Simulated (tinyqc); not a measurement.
Worked calculation: MP2 on RHF in the sto-3g basis, frozen core, for H2O, spin multiplicity 1. One step of it, computed by the program tinyqc.

Question. Second-order Moller-Plesset energy. E2 = sum_ijab (ia|jb) [2 (ia|jb) - (ib|ja)] / (e_i + e_j - e_a - e_b) over occupied i, j and virtual a, b; the opposite-spin part is (ia|jb)^2 / denominator, the rest is same-spin, and SCS-MP2 scales them by 6/5 and 1/3.

orbital energies (hartree): MO1 -20.247930, MO2 -1.225429, MO3 -0.579707, MO4 -0.433487, MO5 -0.384566, MO6 0.516434, MO7 0.656703

Two-electron integrals over orbitals (pq|rs), unique and non-zero (hartree); the lowest 1 orbital is frozen and left out:
```
(22|22) 0.722539    (32|32) 0.136836    (33|22) 0.624765    (33|33) 0.607429
(42|22) -0.012881   (42|33) 0.005500    (42|42) 0.128746    (43|32) 0.025971
(43|43) 0.051052    (44|22) 0.671245    (44|33) 0.578847    (44|42) -0.101082
(44|44) 0.743144    (52|52) 0.147885    (53|53) 0.027095    (54|52) -0.044580
(54|54) 0.051491    (55|22) 0.750789    (55|33) 0.610545    (55|42) -0.074549
(55|44) 0.711267    (55|55) 0.880159    (62|22) 0.136007    (62|33) 0.067993
(62|42) 0.027086    (62|44) 0.076470    (62|55) 0.149648    (62|62) 0.097093
(63|32) -0.041776   (63|43) -0.034892   (63|63) 0.076494    (64|22) 0.112249
(64|33) 0.045030    (64|42) -0.037380   (64|44) 0.127779    (64|55) 0.133244
(64|62) 0.062477    (64|64) 0.081984    (65|52) 0.055492    (65|54) 0.002319
(65|65) 0.036090    (66|22) 0.597017    (66|33) 0.556061    (66|42) 0.053923
(66|44) 0.543140    (66|55) 0.578186    (66|62) 0.091585    (66|64) 0.047975
(66|66) 0.584469    (72|32) 0.049407    (72|43) -0.030998   (72|63) 0.032049
(72|72) 0.065949    (73|22) 0.155024    (73|33) 0.089231    (73|42) -0.075053
(73|44) 0.153643    (73|55) 0.197958    (73|62) 0.073102    (73|64) 0.089304
(73|66) 0.040958    (73|73) 0.155282    (74|32) -0.073658   (74|43) -0.006040
(74|63) 0.050967    (74|72) -0.017548   (74|74) 0.068701    (75|53) 0.023901
(75|75) 0.025148    (76|32) 0.093341    (76|43) 0.056360    (76|63) -0.068995
(76|72) -0.005255   (76|74) -0.058890   (76|76) 0.115693    (77|22) 0.616214
(77|33) 0.593628    (77|42) -0.018450   (77|44) 0.594531    (77|55) 0.618614
(77|62) 0.065329    (77|64) 0.048059    (77|66) 0.555008    (77|73) 0.098527
(77|77) 0.608082
```

Hartree-Fock energy = -74.95610813 hartree

Give: Terms; Pair energies; MP2 correlation energy; SCS-MP2 correlation energy; MP2 total energy.

Answer.

Terms:
```
i  j  a  b  (ia|jb)  (ib|ja)  denominator       term
3  3  7  7   0.1553   0.1553      -2.4728    -0.0098
4  3  6  7   0.0893   0.0510      -2.1863    -0.0052
3  4  7  6   0.0893   0.0510      -2.1863    -0.0052
4  4  6  6   0.0820   0.0820      -1.8998    -0.0035
3  2  7  6   0.0731   0.0320      -2.9783    -0.0028
2  3  6  7   0.0731   0.0320      -2.9783    -0.0028
2  2  6  6   0.0971   0.0971      -3.4837    -0.0027
3  3  6  6   0.0765   0.0765      -2.1923    -0.0027
4  4  7  7   0.0687   0.0687      -2.1804    -0.0022
2  4  6  6   0.0625   0.0625      -2.6918    -0.0015
4  2  6  6   0.0625   0.0625      -2.6918    -0.0015
2  2  7  7   0.0659   0.0659      -3.7643    -0.0012
5  5  6  6   0.0361   0.0361      -1.8020    -0.0007
5  5  7  7   0.0251   0.0251      -2.0825  -3.04e-04
3  4  6  7   0.0510   0.0893      -2.1863  -2.94e-04
4  3  7  6   0.0510   0.0893      -2.1863  -2.94e-04
4  2  7  7  -0.0175  -0.0175      -2.9723  -1.04e-04
2  4  7  7  -0.0175  -0.0175      -2.9723  -1.04e-04
3  2  6  7   0.0320   0.0731      -2.9783   9.69e-05
2  3  7  6   0.0320   0.0731      -2.9783   9.69e-05
```

Pair energies (hartree; pair i-j sums ij and ji):
```
pair  opposite spin  same spin
2-2         -0.0039     0.0000
3-2         -0.0043    -0.0011
3-3         -0.0124     0.0000
4-2         -0.0031     0.0000
4-3         -0.0097    -0.0013
4-4         -0.0057     0.0000
5-5         -0.0010     0.0000
```

MP2 correlation energy = -0.042544 hartree

SCS-MP2 correlation energy = -0.048907 hartree

MP2 total energy = -74.998653 hartree
